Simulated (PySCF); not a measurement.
**Which basis set comes closest?**

Molecule: `FC(F)(F)Cl`, CClF3.

Numbering as in the mapped SMILES `[F:1][C:2]([F:3])([F:4])[Cl:5]`.

Geometry PBE0-D3(BJ)/def2-SVP throughout; GIAO in PySCF 2.14.0 with density-fitted response routines, gas phase, one conformer, non-relativistic; equivalent atoms averaged; functional PBE0.

Reference values (measured; G. Saielli, R. Bini, A. Bagno, Computational 19F NMR. 2. Organic compounds, RSC Adv. 2014, ESI (exp. from Berger-Braun-Kalinowski 1994 and Everett 1995)): δ(F1/F3/F4) = -27.9 ppm vs CFCl3. Computed shifts are taken against CFCl3, calculated as an isolated molecule at each level.

How do the basis sets STO-3G, 6-31G, pcSseg-0, 6-31G*, def2-SVP, cc-pVDZ, pcSseg-1, aug-cc-pVDZ, 6-311+G(2d,p), cc-pVTZ, def2-TZVP, IGLO-III, pcSseg-2 perform against the reference? Times are CPU seconds on shared hosts with different chips, so compare them loosely.

Results:


| basis set | functions | F1/F3/F4 | abs. error F | core-s |
| --- | --- | --- | --- | --- |
| STO-3G | 29 | -48.7 | 20.8 | 1 |
| 6-31G | 49 | -38.4 | 10.5 | 2.1 |
| pcSseg-0 | 49 | -31.0 | 3.1 | 2.4 |
| 6-31G* | 74 | -33.7 | 5.8 | 3 |
| def2-SVP | 74 | -24.9 | 3.0 | 2.6 |
| cc-pVDZ | 74 | -33.1 | 5.2 | 3.7 |
| pcSseg-1 | 92 | -34.4 | 6.5 | 4.9 |
| aug-cc-pVDZ | 119 | -32.5 | 4.6 | 6.1 |
| 6-311+G(2d,p) | 143 | -34.5 | 6.6 | 5.9 |
| cc-pVTZ | 154 | -32.3 | 4.4 | 8.5 |
| def2-TZVP | 161 | -32.2 | 4.3 | 7.2 |
| IGLO-III | 184 | -33.3 | 5.4 | 9.7 |
| pcSseg-2 | 187 | -33.8 | 5.9 | 9.6 |

For ¹⁹F the closest is def2-SVP (3.0 ppm, with pcSseg-0 practically level) and the furthest STO-3G (20.8 ppm). Where a smaller basis beats a larger one, errors probably cancel; the largest sets show where the functional converges. One molecule is a small sample, and vibrational and solvent effects are absent from the calculation.

A small basis that lands close on one nucleus may do so by chance; judge by the trend and by all nuclei.
